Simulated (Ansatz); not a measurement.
A run for Ansatz (an electronic-structure program): R-CCSD(T)/aug-cc-pVTZ on C2H2 (SMILES C#C).

Ansatz 0.2 input:
```yaml
crystal:
  periodic: [false, false, false]
  atoms:
    - {symbol: C, position_ang: [-1.01633814, 0.04293078, 0.03362982]}
    - {symbol: H, position_ang: [0.04953186, 0.01255878, 0.00903682]}
    - {symbol: C, position_ang: [-2.22821514, 0.07667178, 0.06100182]}
    - {symbol: H, position_ang: [-3.28874814, 0.10702378, 0.08560282]}
basis:
  gaussian:
    orbitals: aug-cc-pVTZ
magnetization: {spin_polarized: false}
correlation: {method: ccsd_t, electrons: outside_noble_gas}
scf: {lower_state_search: off}
```

The head of its log:

```
WARN ansatz: RAYON_NUM_THREADS=1 ignored (pool sized by the plan → 1); use --threads N
Functional definition: HF
these checks for a lower state are left out or cut short: stability, starts, cluster_reference, orbital_swaps, neighbouring_geometries, increment
integrals: 0.28 GiB planned
800 factors; integrals over basis functions are off by at most 8.1e-4 eV
mean field: 0.22 GiB planned
mean field evaluation 1: about -2089.5749 eV, gradient 2.5e1 eV
mean field evaluation 2: about -2089.5762 eV, gradient 2.5e1 eV
mean field evaluation 4: about -2091.1555 eV, gradient 1.8e0 eV
mean field evaluation 8: about -2091.1670 eV, gradient 5.2e-5 eV
mean field -2091.16695682 eV, -76.8489682191 hartree, gradient 2.7e-7 eV, S^2 0.000000; 0 other end points of the search recorded, 0 dependent functions left out
2 core orbitals not correlated
reference -2091.16695682 eV, -76.8489682191 hartree; 5, 5 occupied and 131, 131 virtual orbitals, 800 factors
```

Problem. Give the final energy of this run.

Solution. -77.1922 hartree (reference determinant -76.8490, T1 diagnostic 0.013).
